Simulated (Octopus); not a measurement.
# CH2AlN (SMILES N#[C][AlH2]): a chain of runs

We compute a series of 10 runs (PW92 LDA) of CH2AlN. The setting varied is the grid spacing. 

The calculation is run with Octopus 16.4.

6 further runs of the same task are left out: 6 set aside as unsound or not needed.

**1. The molecule**

The species is CH2AlN (5 atoms), meant as a singlet with charge 0. SMILES: `N#[C][AlH2]`. Geometry: relaxed at PBE0-D4/def2-TZVP.

Bond lengths: N1–C2 1.154 Å, C2–Al3 1.938 Å, Al3–H4 1.573 Å, Al3–H5 1.572 Å. Angles: N1–C2–Al3 180.0°, C2–Al3–H4 117.0°, C2–Al3–H5 117.0°, H4–Al3–H5 126.1°.

**2. Energy and gradient at PW92 LDA (scalar, in the pseudopotentials, pseudodojo_lda potentials, box margin 4.99998 angstrom, extra states 0, grid spacing 0.195002 angstrom, mix field default) (run 1)**

The input, geometry.xyz:

```xyz
5

N      1.372320    -1.331260     1.402480
C      0.704220    -0.683260     0.720080
Al    -0.417180     0.404740    -0.426320
H     -1.639680    -0.308160    -1.111920
H     -0.019680     1.917940    -0.584320
```

Launch:

```
$ OMP_NUM_THREADS=1 octopus > gs.log
```

The program printed:

```text
Version                : 16.4
[... 171 lines left out ...]
Converged eigenvectors: 0
#  State  Eigenvalue [eV]  Occupation    Error
[... 11 lines left out ...]
Converged eigenvectors: 0
#  State  Eigenvalue [eV]  Occupation    Error
[... 54 lines left out ...]
Converged eigenvectors: 0
#  State  Eigenvalue [eV]  Occupation    Error
[... 11 lines left out ...]
Converged eigenvectors: 0
#  State  Eigenvalue [eV]  Occupation    Error
[... 8 lines left out ...]
Info: SCF converged in   18 iterations
** Warning:
**   Some of the states are not fully converged!
[... 1 line left out ...]
Octopus emitted 1 warning.
```

Wall time 24 s (1 thread of Intel Xeon at 2.70GHz, shared host); peak memory 0.14 GiB.

**3. The distorted shape: energy and gradient at PW92 LDA (scalar, in the pseudopotentials, pseudodojo_lda potentials, box margin 5 angstrom, extra states 0, grid spacing 0.195 angstrom, mix field default) (run 2)**

The input, geometry.xyz:

```xyz
5

N      1.639542    -1.590442     1.675421
C      0.637415    -0.618464     0.651845
Al    -0.483985     0.469536    -0.494555
H     -1.706485    -0.243364    -1.180155
H     -0.086485     1.982736    -0.652555
```

Launch:

```
$ OMP_NUM_THREADS=1 octopus > gs.log
```

The program printed:

```text
Version                : 16.4
[... 171 lines left out ...]
Converged eigenvectors: 0
#  State  Eigenvalue [eV]  Occupation    Error
[... 11 lines left out ...]
Converged eigenvectors: 0
#  State  Eigenvalue [eV]  Occupation    Error
[... 99 lines left out ...]
Converged eigenvectors: 7
#  State  Eigenvalue [eV]  Occupation    Error
[... 11 lines left out ...]
Converged eigenvectors: 7
#  State  Eigenvalue [eV]  Occupation    Error
[... 8 lines left out ...]
Info: SCF converged in   33 iterations
Info: Number of matrix-vector products:       3122
```

Run time: 53 s. Hardware: 1 thread of Intel Xeon at 2.70GHz, shared host; peak memory 0.15 GiB.

Runs 3 to 7 aren't shown in full; the table further down has their settings and results.

**4. The distorted shape: energy and gradient at PW92 LDA (scalar, in the pseudopotentials, pseudodojo_lda potentials, box margin 5 angstrom, extra states 0, grid spacing 0.132 angstrom, mix field default) (run 8)**

geometry.xyz is that of step 3.

Launch:

```
$ OMP_NUM_THREADS=1 octopus > gs.log
```

The program printed:

```text
Version                : 16.4
[... 141 lines left out ...]
** Warning:
[... 34 lines left out ...]
Converged eigenvectors: 0
#  State  Eigenvalue [eV]  Occupation    Error
[... 11 lines left out ...]
Converged eigenvectors: 0
#  State  Eigenvalue [eV]  Occupation    Error
[... 90 lines left out ...]
Converged eigenvectors: 7
#  State  Eigenvalue [eV]  Occupation    Error
[... 11 lines left out ...]
Converged eigenvectors: 2
#  State  Eigenvalue [eV]  Occupation    Error
[... 8 lines left out ...]
Info: SCF converged in   30 iterations
** Warning:
**   Some of the states are not fully converged!
[... 1 line left out ...]
Octopus emitted 2 warnings.
```

Run time: 3 min. Hardware: 1 thread of Intel Xeon at 2.70GHz, shared host; peak memory 0.4 GiB.

Run 9 isn't shown in full; the table further down has it.

**5. The distorted shape: energy and forces at PW92 LDA (scalar, in the pseudopotentials, pseudodojo_lda potentials, box margin 5 angstrom, extra states 0, grid spacing 0.117 angstrom, mix field default) (run 10)**

geometry.xyz is that of step 4.

Launch:

```
$ OMP_NUM_THREADS=1 octopus > gs.log
```

The program printed:

```text
Version                : 16.4
[... 171 lines left out ...]
Converged eigenvectors: 0
#  State  Eigenvalue [eV]  Occupation    Error
[... 11 lines left out ...]
Converged eigenvectors: 0
#  State  Eigenvalue [eV]  Occupation    Error
[... 73 lines left out ...]
Converged eigenvectors: 7
#  State  Eigenvalue [eV]  Occupation    Error
[... 11 lines left out ...]
Converged eigenvectors: 6
#  State  Eigenvalue [eV]  Occupation    Error
[... 8 lines left out ...]
Info: SCF converged in   51 iterations
** Warning:
**   Some of the states are not fully converged!
[... 1 line left out ...]
Octopus emitted 1 warning.
```

It took 7.3 min on 1 thread of Intel Xeon at 2.70GHz, shared host; peak memory 0.55 GiB.

**6. All runs side by side**

```
run                                                                                                                                                                  level  grid spacing  box margin       partner  energy (Eh)  dipole moment (D)  HOMO energy (eV)  wall time
  1  PW92 LDA (scalar, in the pseudopotentials, pseudodojo_lda potentials, box margin 4.99998 angstrom, extra states 0, grid spacing 0.195002 angstrom, mix field default)      0.195002     4.99998          base   -19.810736               3.48             -8.04       24 s
  2           PW92 LDA (scalar, in the pseudopotentials, pseudodojo_lda potentials, box margin 5 angstrom, extra states 0, grid spacing 0.195 angstrom, mix field default)         0.195           5  N1–C2 1.73 Å   -19.575426               3.46             -6.95       53 s
  3           PW92 LDA (scalar, in the pseudopotentials, pseudodojo_lda potentials, box margin 5 angstrom, extra states 0, grid spacing 0.172 angstrom, mix field default)         0.172           5          base   -19.795921               3.46             -8.03       38 s
  4           PW92 LDA (scalar, in the pseudopotentials, pseudodojo_lda potentials, box margin 5 angstrom, extra states 0, grid spacing 0.172 angstrom, mix field default)         0.172           5  N1–C2 1.73 Å   -19.562459               3.43             -6.95       65 s
  5            PW92 LDA (scalar, in the pseudopotentials, pseudodojo_lda potentials, box margin 5 angstrom, extra states 0, grid spacing 0.15 angstrom, mix field default)          0.15           5          base   -19.787294               3.46             -8.03       66 s
  6            PW92 LDA (scalar, in the pseudopotentials, pseudodojo_lda potentials, box margin 5 angstrom, extra states 0, grid spacing 0.15 angstrom, mix field default)          0.15           5  N1–C2 1.73 Å   -19.554753               3.43             -6.94    2.2 min
  7           PW92 LDA (scalar, in the pseudopotentials, pseudodojo_lda potentials, box margin 5 angstrom, extra states 0, grid spacing 0.132 angstrom, mix field default)         0.132           5          base   -19.785088               3.46             -8.03    1.8 min
  8           PW92 LDA (scalar, in the pseudopotentials, pseudodojo_lda potentials, box margin 5 angstrom, extra states 0, grid spacing 0.132 angstrom, mix field default)         0.132           5  N1–C2 1.73 Å   -19.552848               3.43             -6.94      3 min
  9           PW92 LDA (scalar, in the pseudopotentials, pseudodojo_lda potentials, box margin 5 angstrom, extra states 0, grid spacing 0.117 angstrom, mix field default)         0.117           5          base   -19.784739               3.46             -8.03      3 min
 10           PW92 LDA (scalar, in the pseudopotentials, pseudodojo_lda potentials, box margin 5 angstrom, extra states 0, grid spacing 0.117 angstrom, mix field default)         0.117           5  N1–C2 1.73 Å   -19.552426               3.43             -6.94    7.3 min
```

Convergence of the total energy of singlet CH2AlN with the grid spacing, against the last point:

```
grid spacing  from the last (mEh)  wall time
  0.195002 Å              -25.997       24 s
     0.172 Å              -11.182       38 s
      0.15 Å               -2.555       66 s
     0.132 Å               -0.349    1.8 min
     0.117 Å               +0.000      3 min
```

Convergence of the dipole moment of singlet CH2AlN with the grid spacing, against the last point:

```
grid spacing  from the last (D)  wall time
  0.195002 Å            +0.0158       24 s
     0.172 Å            +0.0016       38 s
      0.15 Å            +0.0001       66 s
     0.132 Å            -0.0011    1.8 min
     0.117 Å            +0.0000      3 min
```

**7. What came out**

```
                                                                                               quantity         value
                                                                  distorted shape, run 10: total energy  -19.55243 Eh
                                                                 distorted shape, run 10: dipole moment        3.43 D
                                                                   distorted shape, run 10: HOMO energy      -6.94 eV
                                                      distorted shape, run 10: largest force on an atom   12.024 eV/Å
energy change with the N1–C2 bond stretched from 1.154 to 1.731 Å, PW92 LDA (run 3, grid spacing 0.172)      6.353 eV
 energy change with the N1–C2 bond stretched from 1.154 to 1.731 Å, PW92 LDA (run 5, grid spacing 0.15)      6.328 eV
energy change with the N1–C2 bond stretched from 1.154 to 1.731 Å, PW92 LDA (run 7, grid spacing 0.132)      6.320 eV
energy change with the N1–C2 bond stretched from 1.154 to 1.731 Å, PW92 LDA (run 9, grid spacing 0.117)      6.322 eV
```

For the total energy of singlet CH2AlN to stay within 10 mEh of the last point, 0.15 Å is the first point of the series from which all later ones do (66 s against 3 min). For the total energy of singlet CH2AlN to stay within 2 mEh of the last point, 0.132 Å is the first point of the series from which all later ones do (1.8 min against 3 min). For the dipole moment of singlet CH2AlN to stay within 0.01 D of the last point, 0.172 Å is the first point of the series from which all later ones do (38 s against 3 min). All runs together took 22 min, the longest 7.3 min.
